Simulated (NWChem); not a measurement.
Program: NWChem. System: dimethyl sulfide (C2H6S), charge 0, spin multiplicity 1, at a geometry optimised with PBE0/def2-SVP. Level: RHF/def2-TZVP.

The NWChem input:

```
start mol
memory heap 200 mb stack 900 mb global 1100 mb
geometry units angstroms nocenter noautoz
  C     -1.379091     0.000000     0.506946
  S      0.000000     0.000000    -0.654747
  C      1.379091     0.000000     0.506946
  H     -1.374213     0.899007     1.142935
  H     -2.302295     0.000000    -0.089572
  H     -1.374213    -0.899007     1.142935
  H      1.374213     0.899007     1.142935
  H      2.302295     0.000000    -0.089572
  H      1.374213    -0.899007     1.142935
  symmetry group C2v
end
basis spherical
  * library def2-tzvp
end
scf
  rhf
  nopen 0
  maxiter 100
  thresh 1e-7
  semidirect memsize 60000000 filesize 0
end
task scf energy
```

Output (cleaned and shortened):

```
             Northwest Computational Chemistry Package (NWChem) 7.3.0
             --------------------------------------------------------

                                NWChem Input Module
                                -------------------

 Scaling coordinates for geometry "geometry" by  1.889725989
 (inverse scale =  0.529177249)

 Turning off AUTOSYM since
 SYMMETRY directive was detected!

                             Geometry "geometry" -> ""
                             -------------------------

 Output coordinates in angstroms (scale by  1.889725989 to convert to a.u.)

  No.       Tag          Charge          X              Y              Z
 ---- ---------------- ---------- -------------- -------------- --------------
    1 C                    6.0000    -1.37909100     0.00000000     0.50694600
    2 S                   16.0000     0.00000000     0.00000000    -0.65474700
    3 C                    6.0000     1.37909100     0.00000000     0.50694600
    4 H                    1.0000    -1.37421300     0.89900700     1.14293500
    5 H                    1.0000    -2.30229500     0.00000000    -0.08957200
    6 H                    1.0000    -1.37421300    -0.89900700     1.14293500
    7 H                    1.0000     1.37421300     0.89900700     1.14293500
    8 H                    1.0000     2.30229500     0.00000000    -0.08957200
    9 H                    1.0000     1.37421300    -0.89900700     1.14293500

 Effective nuclear repulsion energy (a.u.)     110.7294865103

            Nuclear Dipole moment (a.u.)
            ----------------------------
        X                 Y               Z
 ---------------- ---------------- ----------------
     0.0000000000     0.0000000000    -0.0000075589

      Symmetry information
      --------------------

 Group name             C2v
 Group number             16
 Group order               4
 No. of unique centers     4

      Symmetry unique atoms

     1    2    4    5


 Summary of "ao basis" -> "" (spherical)
 ------------------------------------------------------------------------------
       Tag                 Description            Shells   Functions and Types
[...]
 Vector   18  Occ=0.000000D+00  E= 1.398212D-01  Symmetry=a1
              MO Center=  8.8D-15, -5.2D-16,  1.2D+00, r^2= 7.9D+00
   Bfn.  Coefficient  Atom+Function         Bfn.  Coefficient  Atom+Function
  ----- ------------  ---------------      ----- ------------  ---------------
     5      3.333788  1 C  s                 73      3.333788  3 C  s
   102     -1.551096  4 H  s                114     -1.551096  6 H  s
   120     -1.551096  7 H  s                132     -1.551096  9 H  s
   108     -1.163674  5 H  s                126     -1.163674  8 H  s
    36     -0.494968  2 S  s                 14      0.380127  1 C  pz

 Vector   19  Occ=0.000000D+00  E= 1.505100D-01  Symmetry=b1
              MO Center= -4.9D-14, -7.1D-15,  1.8D-01, r^2= 8.5D+00
   Bfn.  Coefficient  Atom+Function         Bfn.  Coefficient  Atom+Function
  ----- ------------  ---------------      ----- ------------  ---------------
     5      4.023317  1 C  s                 73     -4.023317  3 C  s
    49      1.407281  2 S  px               102     -1.262029  4 H  s
   114     -1.262029  6 H  s                120      1.262029  7 H  s
   132      1.262029  9 H  s                108     -1.217296  5 H  s
   126      1.217296  8 H  s                 12      0.294329  1 C  px

 Vector   20  Occ=0.000000D+00  E= 1.975899D-01  Symmetry=a1
              MO Center= -2.9D-15, -2.5D-17, -2.9D-01, r^2= 7.5D+00
   Bfn.  Coefficient  Atom+Function         Bfn.  Coefficient  Atom+Function
  ----- ------------  ---------------      ----- ------------  ---------------
    36      2.041989  2 S  s                108     -1.327995  5 H  s
   126     -1.327995  8 H  s                 51      1.145596  2 S  pz
    12     -1.134663  1 C  px                80      1.134663  3 C  px
   102      0.427134  4 H  s                114      0.427134  6 H  s
   120      0.427134  7 H  s                132      0.427134  9 H  s

 center of mass
 --------------
 x =   0.00000000 y =   0.00000000 z =  -0.13223857

 moments of inertia (a.u.)
 ------------------
         100.385466897934           0.000000000000           0.000000000000
           0.000000000000         317.092965258256           0.000000000000
           0.000000000000           0.000000000000         239.977634945291

  Mulliken analysis of the total density
  --------------------------------------

    Atom       Charge   Shell Charges
 -----------   ------   -------------------------------------------------------
    1 C    6     6.33   0.85  1.12  0.47  0.72  0.04  1.22  1.45  0.37  0.02  0.07  0.00
    2 S   16    16.05   2.01  0.49  1.48  1.03  0.77  4.18  1.69  0.89  2.29  1.07  0.05  0.10  0.02
    3 C    6     6.33   0.85  1.12  0.47  0.72  0.04  1.22  1.45  0.37  0.02  0.07  0.00
    4 H    1     0.88   0.26  0.49  0.11  0.02
    5 H    1     0.87   0.26  0.49  0.10  0.02
    6 H    1     0.88   0.26  0.49  0.11  0.02
    7 H    1     0.88   0.26  0.49  0.11  0.02
    8 H    1     0.87   0.26  0.49  0.10  0.02
    9 H    1     0.88   0.26  0.49  0.11  0.02

       Multipole analysis of the density wrt the origin
       ------------------------------------------------

     L   x y z        total         open         nuclear
     -   - - -        -----         ----         -------
     0   0 0 0     -0.000000      0.000000     34.000000

     1   1 0 0     -0.000000      0.000000      0.000000
     1   0 1 0      0.000000      0.000000      0.000000
     1   0 0 1      0.653726      0.000000     -0.000008

     2   2 0 0    -18.078517      0.000000    146.333909
     2   1 1 0     -0.000000      0.000000      0.000000
     2   1 0 1      0.000000      0.000000     -0.000000
     2   0 2 0    -21.465987      0.000000     11.544731
     2   0 1 1     -0.000000      0.000000      0.000000
     2   0 0 2    -21.361192      0.000000     54.224030

 Task  times  cpu:        5.6s     wall:        5.6s

 Total times  cpu:        5.6s     wall:        5.6s
```
